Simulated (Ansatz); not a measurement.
# BNH (quartet): the correlation ladder, cc-pVDZ

The task here is to estimate one member of a computed series from the others.

Computed with Ansatz 0.2.0, Gaussian basis. Level: cc-pVDZ, core rule «outside noble gas», up to 2 orbitals frozen.

To be run: UHF; CCSD(T) on ROHF; CCSD(T) on UHF; BCCD(T) on ROHF; CISD; CCSDT(Q) on ROHF; CCSDT(Q) on UHF; CASSCF and MRCISD+Q, 9 electrons in 9 orbitals; CASSCF and NEVPT2, 9 electrons in 9 orbitals.

7 further runs of the same task are left out: 2 for a known fault of the program, 5 set aside as unsound or not needed.

## The geometry

The geometry is a PBE0/def2-TZVP stationary point (not a proven minimum) of the parent state, kept for this charge and spin.

3 atoms, charge 0, spin multiplicity 4.

Atoms are counted from 1 here; the program's logs count them from 0.

Bond lengths: B1–N2 1.234 Å, N2–H3 0.993 Å. Angles: B1–N2–H3 180.0°.

The first run:

in.yaml reads:

```yaml
crystal:
  periodic: [false, false, false]
  atoms:
    - {symbol: B, position_ang: [0.000000, 0.000000, 1.153245]}
    - {symbol: N, position_ang: [0.000000, 0.000000, -0.080303]}
    - {symbol: H, position_ang: [0.000000, 0.000000, -1.072942]}
basis:
  gaussian: {orbitals: cc-pVDZ}
magnetization: {spin_polarized: true, initial_magnetization: 3}
hamiltonian: {xc: hf}
output: {orbitals: {seedname: orbitals}}
```

Run with:

```sh
$ ansatz run in.yaml --threads 1 --pin off --events-out ev --progress --plain --max-ram 4096MiB --backend cpu
```

Steps of the session up to this table: UHF; CCSD(T) on ROHF; CCSD(T) on UHF; BCCD(T) on ROHF; CISD; CCSDT(Q) on ROHF; CCSDT(Q) on UHF; CASSCF and MRCISD+Q, 9 electrons in 9 orbitals; CASSCF and NEVPT2, 9 electrons in 9 orbitals.

One of the session's tables, all rows but one given; the rest of the session is left out.

| method | from RCCSDT(Q) (meV) |
| --- | --- |
| ROHF | +5687.9 |
| UHF | +5552.8 |
| RMP2 | +1152.5 |
| UMP2 | +1153.9 |
| CISD | +722.2 |
| RCCSD | +498.0 |
| UCCSD | +498.6 |
| RCCSD(T) | +326.3 |
| UCCSD(T) | ? |
| BCCD(T) | +329.3 |
| RCCSDT | +56.6 |
| UCCSDT | +59.4 |
| RCCSDT(Q) | 0 |
| UCCSDT(Q) | -0.4 |
| CASSCF valence | +3750.8 |
| NEVPT2 valence | +733.3 |
| MRCISD valence | +208.6 |
| MRCISD+Q valence | +44.2 |

Estimate the missing values for UCCSD(T).

The run gave: from RCCSDT(Q) (meV): +330.9. In the column «from RCCSDT(Q) (meV)» it lies between BCCD(T) (+329.3) and RCCSD (+498.0).

The program flags RCCSDT(Q), UCCSDT(Q) as in doubt (see the logs), so the zero of the table is itself unsure.

Limits of these values: The report flags that the cluster equations may have other roots. The program flags RCCSDT(Q), UCCSDT(Q) as in doubt, so the zero of the table is itself unsure. Restricted and unrestricted rows rest on different reference determinants; where their highest levels disagree by more than a few hundredths of an eV, they describe different states and don't form one ladder.
